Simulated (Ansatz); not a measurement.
**B₂O+ (quartet): wave-function methods side by side, cc-pVDZ**

How much of the correlation energy of B₂O+ (quartet) does each wave-function method recover here?

Computed with Ansatz 0.2.0, Gaussian basis. Level: cc-pVDZ, core rule «outside noble gas», up to 3 orbitals frozen.

The runs, in order: UHF; CCSD(T) on ROHF; CCSD(T) on UHF; BCCD(T) on ROHF; CISD; CCSDT(Q) on ROHF; CCSDT(Q) on UHF.

26 further runs of the same task are left out: 9 for a known fault of the program, 1 for a mislabelled method, 7 that didn't finish, 9 set aside as unsound or not needed.

### 1 The system

The geometry is a PBE0/def2-TZVP stationary point (not a proven minimum) of the parent state, kept for this charge and spin.

3 atoms, charge 1, spin multiplicity 4.

Atoms are counted from 1 here; the program's logs count them from 0.

Bond lengths: B1–O2 1.329 Å, O2–B3 1.303 Å. Angles: B1–O2–B3 180.0°.

Coordinates:

```xyz
3

B     0.0000    0.0000    1.3205
O     0.0000    0.0000   -0.0086
B     0.0000    0.0000   -1.3119
```

### 2 UHF

File in.yaml:

```yaml
crystal:
  periodic: [false, false, false]
  atoms:
    - {symbol: B, position_ang: [0.000000, 0.000000, 1.320500]}
    - {symbol: O, position_ang: [0.000000, 0.000000, -0.008600]}
    - {symbol: B, position_ang: [0.000000, 0.000000, -1.311900]}
basis:
  gaussian: {orbitals: cc-pVDZ}
total_charge: 1
magnetization: {spin_polarized: true, initial_magnetization: 3}
hamiltonian: {xc: hf}
output: {orbitals: {seedname: orbitals}}
```

Launch:

```bash
$ ansatz run in.yaml --threads 1 --pin off --events-out ev --progress --plain --max-ram 2393MiB
```

After this run come: CCSD(T) on ROHF; CCSD(T) on UHF; BCCD(T) on ROHF; CISD; CCSDT(Q) on ROHF; CCSDT(Q) on UHF.

**Question.** What will the summary of the whole plan be? Wanted: UCCSDT(Q) below the RHF energy; RMP2 from UCCSDT(Q); UMP2 from UCCSDT(Q); RCCSD from UCCSDT(Q); RCCSD(T) from UCCSDT(Q); UCCSD(T) from UCCSDT(Q); RCCSDT(Q) from UCCSDT(Q); T1 diagnostic.

As calculated:

```
                         quantity                      value
   UCCSDT(Q) below the RHF energy                 -7.6069 eV
              RMP2 from UCCSDT(Q)                 +701.7 meV
              UMP2 from UCCSDT(Q)                 +656.7 meV
             RCCSD from UCCSDT(Q)                 +298.8 meV
          RCCSD(T) from UCCSDT(Q)                  +48.7 meV
          UCCSD(T) from UCCSDT(Q)                  +51.4 meV
         RCCSDT(Q) from UCCSDT(Q)                   +5.6 meV
levels within 1 kcal/mol (43 meV)  RCCSDT, UCCSDT, RCCSDT(Q)
                    T1 diagnostic                      0.053
```

**Reading.** RCCSD(T) lands +48.7 meV from the yardstick (0.6 % of the correlation energy). These misses are within one basis, not against nature; the frozen cores of restricted and unrestricted runs differ, which can shift their rows.
